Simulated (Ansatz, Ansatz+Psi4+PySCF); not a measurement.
```csv
atom,x (Å),y (Å),z (Å)
B,0.0000,0.0000,0.8104
B,0.0000,0.0000,-0.8104
H,0.9139,0.0000,0.0000
H,-0.9139,0.0000,0.0000
H,0.0000,0.9674,1.3494
H,0.0000,-0.9674,1.3494
H,0.0000,0.9674,-1.3494
H,0.0000,-0.9674,-1.3494
```

Basis set: cc-pVTZ (spherical functions). Left uncorrelated: 2 orbitals. Charge 0, multiplicity 1.

Computed with Ansatz (development build ahead of 0.2.0); each method stands on the lowest determinant of its kind that the runs found. Restricted open shells among the atoms or ions are ROHF, correlated in semicanonical orbitals with singles.

(1) Give the atomization energy at this shape (free ground-state atoms in the same class of orbitals less the molecule, no zero-point energy) of singlet B2H6 by RHF-MP2, RHF.

Results:

(1)

```
 method  atomization energy
RHF-MP2            25.10 eV
    RHF            20.50 eV
```

Caution: the shape is not the minimum.
